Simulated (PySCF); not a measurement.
C₄H₉N.
Atom-mapped SMILES: `[CH2:1]=[CH:2][N:3]([CH3:4])[CH3:5]` (hydrogens: H6, H7 on C1; H8 on C2; H9, H10, H11 on C4; H12, H13, H14 on C5)

The geometry is computed with GFN2-xTB (gas phase).

Give the optimised bond lengths and angles.

| bond | length (pm) | order |
| --- | --- | --- |
| C1=C2 | 133.0 | double |
| C2–N3 | 137.7 | single |
| N3–C4, N3–C5 | 144.2 | single |
| C1–H6 | 107.4 | single |
| C1–H7 | 107.4 | single |
| C2–H8 | 108.3 | single |
| C4–H9 and 3 like bonds | 109.0 | single |
| C4–H11, C5–H12 | 109.9 | single |

Bonds in one row agree within 1 pm and their mean is given. Orders are formal, as drawn. A selection of angles:
| angle | degrees |
| --- | --- |
| C2–C1–H6 | 120.1 |
| C2–C1–H7 | 123.6 |
| H6–C1–H7 | 116.3 |
| C1–C2–N3 | 127.6 |
| C1–C2–H8 | 119.5 |
| N3–C2–H8 | 112.8 |
| C2–N3–C4 | 118.6 |
| C2–N3–C5 | 117.8 |
| C4–N3–C5 | 114.8 |
| N3–C4–H9 | 109.3 |
| N3–C4–H11 | 112.6 |
| H9–C4–H10 | 108.5 |
| N3–C5–H12 | 112.4 |
| H12–C5–H13 | 108.5 |

Dihedral angles: C1–C2–N3–C4 9° (synperiplanar). The mirror-image conformer, all signs reversed, is as good.

The 3 C–N bonds span 1.377 Å (C2–N3, drawn single) to 1.442 Å (N3–C5, drawn single), a spread of 0.065 Å. N3 (enamine nitrogen) has angles 118.6°, 117.8° and 114.8°, sum 351.2°, 0.25 Å off the plane of its three neighbours. Of the pairs four or more bonds apart, C4···H7 is among the closest relative to their van der Waals radii: 2.67 Å, 92 % of the sum of Bondi's values.

Point group: C1 (no symmetry element, even within 0.4 Å). No frequency check.
